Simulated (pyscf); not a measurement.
PySCF, gas phase, ωB97X-D3(BJ)/def2-SVP geometries. Correlated levels are frozen-core, on RHF or UHF. ΔMP2 is the change of the MP2 total energy from the triple- to the quadruple-zeta basis.

For H₂N–SiH₂• + hydrogen fluoride (HF) → F–SiH₂• + ammonia (NH₃), a four-centre exchange (doublet surface; N–Si, F–H broken, F–Si, H–N formed), PBE/def2-TZVP gives ΔE‡ = -0.1 kcal/mol and ΔE = -16.9 kcal/mol (zero: the separated reactants). In which direction and how far do PBE0-D3(BJ)/def2-TZVP, ωB97M-D3(BJ)/def2-TZVP, CCSD(T)/def2-TZVPP + ΔMP2(QZVPP) move these?

PBE0-D3(BJ): ΔE‡ = 2.6 kcal/mol, ΔE = -16.1 kcal/mol; ωB97M-D3(BJ): ΔE‡ = 4.3 kcal/mol, ΔE = -17.4 kcal/mol; CCSD(T): ΔE‡ = 8.3 kcal/mol, ΔE = -16.5 kcal/mol. PBE's barrier lies under all of them, by 2.8 to 8.5 kcal/mol. Its reaction energy lies among theirs. On the reactant side the descent ends in a complex, 7.2 kcal/mol under the separated species and 12.1 kcal/mol under the saddle at ωB97X-D3(BJ)/def2-TZVP. On the product side the descent ends in a complex (not fully relaxed), 4.4 kcal/mol under the separated species and 25.9 kcal/mol under the saddle at ωB97X-D3(BJ)/def2-TZVP. At PBE the saddle lies under the separated reactants, which points to a path from their complex (located at ωB97X-D3(BJ) alone). At ωB97X-D3(BJ)/def2-TZVP the barrier from the zero used here is 4.8 kcal/mol. One saddle was located; it need not be the lowest between these sides. The CCSD(T) − MP2 part came from Ansatz, without density fitting, on the same reference.
